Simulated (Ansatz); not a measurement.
Process, species as SMILES: O (H2O) + H+ → [OH3+]
B3LYP-D3(BJ)/def2-TZVP geometries, fixed; electronic energies without zero-point terms; positive where energy is released.
Largest species:
```xyz
4

O      0.0646     0.0016     0.0270
H      0.0018     0.8028    -0.5358
H      0.0191    -0.8364    -0.4814
H     -0.5378     0.0209     0.8012
```
Charge +1, spin multiplicity 1.

Energies in hartree at CCSD(T) with Ansatz (a quantum-chemistry and plane-wave program); the proton affinity is their sum with the coefficients shown, times 627.509 kcal/mol a hartree; the bare proton counts zero. All functions are spherical. Cores are frozen. No added dispersion term, no relativity.

```
species  coefficient          part    cc-pVDZ    cc-pVTZ    cc-pVQZ
-------  -----------  ------------  ---------  ---------  ---------
O (H2O)           +1  Hartree-Fock  -76.02645  -76.05675  -76.06441
O (H2O)           +1   correlation   -0.21457   -0.27536   -0.29531
[OH3+]            -1  Hartree-Fock  -76.31118  -76.33886  -76.34504
[OH3+]            -1   correlation   -0.21755   -0.27238   -0.29027
```

**Question.** Predict the proton affinity in cc-pV5Z (X = 5): let each Hartree-Fock step shrink by the ratio of the last two, and fit each correlation energy at X = 3 and 4 to E + A/X^3. Compare with the run.

**Answer.** 
- O (H2O): steps -0.03030 and -0.00766, ratio 0.253, so Hartree-Fock -76.06635 (run: -76.06667); A = (-0.27536 - (-0.29531))/(1/27 - 1/64) = 0.9317, correlation -0.29531 - A/64 + A/125 = -0.30241 (run: -0.30231).
- [OH3+]: steps -0.02768 and -0.00618, ratio 0.223, so Hartree-Fock -76.34642 (run: -76.34660); A = (-0.27238 - (-0.29027))/(1/27 - 1/64) = 0.8355, correlation -0.29027 - A/64 + A/125 = -0.29664 (run: -0.29624).
Predicted 172.13 kcal/mol; the run in cc-pV5Z gives 171.85, a miss of 0.28. Keeping the value in cc-pVQZ, 172.94, would miss by 1.09. All sums are of the energies as printed.
